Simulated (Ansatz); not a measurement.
Results of PBE-D4 (plane waves, PAW; Ansatz, an electronic-structure program) for bcc Cs.

Numerical settings: plane-wave cutoff 500 eV, 18×18×18 k mesh, Fermi–Dirac smearing 0.1 eV, scalar-relativistic PAW data made under PBE.

Computed at the level's own relaxed cell.

Predict the equilibrium volume per atom and lattice parameter a.


- equilibrium volume per atom: 111.72 Å³/atom
- lattice parameter a: 6.068 Å

Measured, for comparison: equilibrium volume per atom 110.12 Å³/atom, lattice constant a 6.039 Å (low-temperature or extrapolated to 0 K; zero-point anharmonic expansion removed; as tabulated in Csonka et al. (2009), arXiv:0903.4037). Computed (rounded) less measured: equilibrium volume per atom +1.5 %, lattice constant a +0.5 %.

Spin–orbit coupling is not included.

Cost on a shared machine: roughly 80 core-seconds.
